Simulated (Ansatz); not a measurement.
C3H4S can be A, `C=C=CS`, or B, `SC1=CC1`.

Program: Ansatz. Geometries: PBE0-D4/def2-TZVP. ΔE: electronic, gas phase. CBS: MP2 limit from def2 TZ/QZ plus the TZ coupled-cluster correction, frozen cores. DFT in def2-TZVPP. B3LYP here is the variant with VWN-RPA as its local correlation; programs differ in this. One conformer a species, not always the lowest.

Question: Which isomer does CCSD(T)/CBS put lower? Give the gap. (Best estimate.)

Answer: Computed: A, by 17.0 kcal/mol.

Question: Give E(B) − E(A) in kcal/mol with PBE0-D4, B2PLYP, MP2/def2-TZVPP, ωB97M-V, PBE-D4, r2SCAN-D4, B3LYP. (Estimate.)

Answer: Computed: PBE0-D4 14.6, B2PLYP 18.2, MP2/def2-TZVPP 13.7, ωB97M-V 16.6, PBE-D4 16.0, r2SCAN-D4 16.9, B3LYP 20.0. None reverses the order clearly.

Question: Does the order hold for the free energy at 298.15 K (harmonic terms from PBE0-D4)? (An estimate is asked.)

Answer: Ansatz gave: Yes: G(B) − G(A) = +17.8 kcal/mol, for one conformer each.

Largest T1 diagnostic: 0.013.

At CCSD(T), def2-SVP lies −2.1 kcal/mol from the extrapolated value and def2-TZVPP +0.2 kcal/mol. From BLYP to BHLYP (50 % exact exchange), in def2-TZVPP and without D4, E(B) − E(A) moves by −2.7 kcal/mol.
